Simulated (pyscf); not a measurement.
Hydrogen abstraction: `[OH][PH2]` + `[H]` [doublet] -> `[O][PH2]` [doublet] + `[H][H]`

Gas phase, doublet surface, charge 0. Bonds broken: O2–H5. Bonds formed: H5–H6. Structures and frequencies: ωB97X-D3(BJ)/def2-SVP in PySCF.

Transition state (Å):

```xyz
6

P      0.6664     1.2675    -0.2941
O      0.6737    -0.2212    -0.9625
H      1.0309     1.0270     1.0678
H     -0.7138     1.4971     0.0019
H      0.1110    -1.0557    -0.4068
H     -0.3976    -1.6566     0.1625
```

One imaginary mode, 1995i cm⁻¹; descent along it reached the two sides named.

| bond | change | reactant side (Å) | saddle | product side |
|---|---|---|---|---|
| O2–H5 | breaks | 0.964 | 1.150 | 2.425 |
| H5–H6 | forms | 2.6 | 0.971 | 0.762 |

Electronic energies relative to the separated reactants (kcal/mol):

```json
[
 {"level": "ωB97X-D3(BJ)/def2-TZVP", "barrier": "9.1", "reaction energy": "-19.6", "reverse barrier": "28.7"},
 {"level": "PBE/def2-TZVP", "barrier": "-1.5", "reaction energy": "-22.8", "reverse barrier": "21.4"},
 {"level": "r²SCAN/def2-TZVP", "barrier": "-1.2", "reaction energy": "-25.3", "reverse barrier": "24.1"},
 {"level": "B3LYP-D3(BJ)/def2-TZVP", "barrier": "0.6", "reaction energy": "-23.9", "reverse barrier": "24.5"},
 {"level": "PBE0-D3(BJ)/def2-TZVP", "barrier": "4.7", "reaction energy": "-19.1", "reverse barrier": "23.8"},
 {"level": "M06-2X/def2-TZVP", "barrier": "9.9", "reaction energy": "-17.2", "reverse barrier": "27.0"},
 {"level": "ωB97M-D3(BJ)/def2-TZVP", "barrier": "9.1", "reaction energy": "-17.8", "reverse barrier": "26.9"},
 {"level": "HF/def2-TZVP", "barrier": "23.4", "reaction energy": "-10.8", "reverse barrier": "34.2"}
]
```

With ωB97M-D3(BJ)/def2-TZVP energies and thermal terms (ideal gas, 1 atm, RRHO with modes under 100 cm⁻¹ raised to 100, one conformer, R ln 2 for chiral ones without a mode under 150 cm⁻¹), in kcal/mol:

```json
[
 {"T (K)": "298", "ΔH‡": "6.3", "ΔG‡": "13.2", "ΔH": "-18.6", "ΔG": "-19.7"},
 {"T (K)": "600", "ΔH‡": "5.8", "ΔG‡": "20.4", "ΔH": "-18.8", "ΔG": "-20.7"},
 {"T (K)": "900", "ΔH‡": "5.6", "ΔG‡": "27.7", "ΔH": "-19.2", "ΔG": "-21.6"},
 {"T (K)": "1200", "ΔH‡": "5.6", "ΔG‡": "35.1", "ΔH": "-19.7", "ΔG": "-22.3"}
]
```

At PBE, r²SCAN this geometry lies under the reactants; that is no barrier but a single point on another level's saddle; such a level's own saddle, if it has one, lies nearer that side and is low. •O–PH₂ lies 8.3 kcal/mol over its isomer HO–PH• (electronic energy, ωB97M-D3(BJ)/def2-TZVP). This is the saddle that the search found; another between the same sides may lie lower. The angle at the transferred H is 171°.
